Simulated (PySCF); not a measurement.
**PySCF run on Si2**

The script input.py:

```python
from pyscf import gto, dft

mol = gto.M(
    atom='Si 0 0 0; Si 0 0 2.308',
    basis='pcseg-1',
    charge=0,
    spin=2,
    verbose=4,
)
mf = dft.UKS(mol, xc='scan')
mf.kernel()
mf.analyze()
print('orbital energies (hartree):', [e[max(0, n-3):n+3].round(4) for e, n in zip(mf.mo_energy, mol.nelec)])
```

```bash
$ OMP_NUM_THREADS=1 python input.py
```

The log (some set-up lines and the per-cycle HOMO/LUMO lines with their warnings removed):

```
PySCF version 2.14.0

[INPUT] Symbol           X                Y                Z      unit          X                Y                Z       unit  Magmom
[INPUT]  1 Si     0.000000000000   0.000000000000   0.000000000000 AA    0.000000000000   0.000000000000   0.000000000000 Bohr   0.0
[INPUT]  2 Si     0.000000000000   0.000000000000   2.308000000000 AA    0.000000000000   0.000000000000   4.361487895496 Bohr   0.0

nuclear repulsion = 44.9387926084576
number of shells = 6
number of NR pGTOs = 88
number of NR cGTOs = 36
basis = pcseg-1
ecp = {}

******** <class 'pyscf.dft.uks.UKS'> ********
method = UKS
initial guess = minao
damping factor = 0
level_shift factor = 0
DIIS = <class 'pyscf.scf.diis.CDIIS'>
SCF conv_tol = 1e-09
SCF max_cycles = 50
number electrons alpha = 15  beta = 13
XC functionals = scan

grids dens level: 3
tot grids = 38360
init E= -578.819836151024

cycle= 1 E= -578.849519329582  delta_E= -0.0297  |g|= 0.0501  |ddm|=  1.4
cycle= 2 E= -578.852061950165  delta_E= -0.00254  |g|= 0.0152  |ddm|= 0.238
cycle= 3 E= -578.85227888372  delta_E= -0.000217  |g|= 0.00694  |ddm|= 0.0587
cycle= 4 E= -578.852331155698  delta_E= -5.23e-05  |g|= 0.00115  |ddm|= 0.0189
cycle= 5 E= -578.852333036929  delta_E= -1.88e-06  |g|= 0.000135  |ddm|= 0.00431
cycle= 6 E= -578.852333068402  delta_E= -3.15e-08  |g|= 2.88e-05  |ddm|= 0.000726
cycle= 7 E= -578.852333069758  delta_E= -1.36e-09  |g|= 3.18e-06  |ddm|= 0.000158
cycle= 8 E= -578.852333069778  delta_E= -2.02e-11  |g|= 3.79e-07  |ddm|= 2.58e-05
Extra cycle  E= -578.852333069778  delta_E=    0  |g|= 1.85e-07  |ddm|= 2.93e-06
converged SCF energy = -578.852333069778  <S^2> = 2.0089635  2S+1 = 3.0059697
**** SCF Summaries ****
Total Energy =                        -578.852333069778297
Nuclear Repulsion Energy =              44.938792608457554
One-electron Energy =                 -891.452740581552121
Two-electron Energy =                  267.661614903316206
Two-electron Coulomb Energy =          309.360512666152545
DFT Exchange-Correlation Energy =      -41.698897762836317
**** MO energy ****
                             alpha | beta                alpha | beta
[4 lines left out]
MO #5   energy= -3.57679406925649  | -3.57118199261363  occ= 1 | 1
MO #6   energy= -3.57679406925648  | -3.57118199261362  occ= 1 | 1
MO #7   energy= -3.5767294072704   | -3.57112356846241  occ= 1 | 1
MO #8   energy= -3.57672940727039  | -3.57112356846241  occ= 1 | 1
MO #9   energy= -3.56750392690578  | -3.56574311472117  occ= 1 | 1
MO #10  energy= -3.56677465559113  | -3.56504984358576  occ= 1 | 1
MO #11  energy= -0.511408632338896 | -0.458407535260383 occ= 1 | 1
MO #12  energy= -0.35717861125153  | -0.31872187014744  occ= 1 | 1
MO #13  energy= -0.225368294882703 | -0.189469277812068 occ= 1 | 1
MO #14  energy= -0.225368294882701 | -0.1628399726557   occ= 1 | 0
MO #15  energy= -0.198479996772679 | -0.162839972655699 occ= 1 | 0
MO #16  energy= -0.117594929264393 | -0.0695504388690337 occ= 0 | 0
MO #17  energy= -0.117594929264392 | -0.0695504388690322 occ= 0 | 0
MO #18  energy= 0.0175684344921652 | 0.0386264853311765 occ= 0 | 0
[18 lines left out]

To work with the spin densities directly, `use mulliken_meta_spin()` only printing them here.

 ** Mulliken spin pop alpha/beta on meta-lowdin orthogonal AOs **
 ** Mulliken Spin Density (per AO)  **
 ** Mulliken Spin Density (per atom)  **
spin density of  0 Si =      1.00000
spin density of  1 Si =      1.00000
 ** Mulliken pop alpha/beta on meta-lowdin orthogonal AOs **
 ** Mulliken pop       alpha | beta **
pop of  0 Si 1s        1.00000 | 1.00000
pop of  0 Si 2s        0.99994 | 0.99993
pop of  0 Si 3s        0.92208 | 0.89662
pop of  0 Si 4s        0.00846 | 0.00791
pop of  0 Si 2px       0.99995 | 0.99994
pop of  0 Si 2py       0.99995 | 0.99994
pop of  0 Si 2pz       0.99997 | 0.99997
pop of  0 Si 3px       0.49735 | 0.00004
pop of  0 Si 3py       0.49735 | 0.00004
pop of  0 Si 3pz       0.56393 | 0.58859
pop of  0 Si 4px       0.00008 | 0.00002
pop of  0 Si 4py       0.00008 | 0.00002
[24 lines left out]
In total            15.00000 | 13.00000
 ** Mulliken atomic charges   ( Nelec_alpha | Nelec_beta ) **
charge of  0Si =     -0.00000  (     7.50000      6.50000 )
charge of  1Si =      0.00000  (     7.50000      6.50000 )
Dipole moment(X, Y, Z, Debye): -0.00000, -0.00000,  0.00000
orbital energies (hartree): [array([-0.2254, -0.2254, -0.1985, -0.1176, -0.1176,  0.0176]), array([-0.4584, -0.3187, -0.1895, -0.1628, -0.1628, -0.0696])]
```

In short: E(SCF) = -578.852333 Eh, 8 cycles, ⟨S²⟩ = 2.009, μz(SCF) = 0.00 D.

Run time: 3.3 s on 1 thread of Arm Neoverse V1 (shared host), peak memory 0.18 GiB.

The bond length is a typed value, not an optimised one. No search for the lowest solution was made.
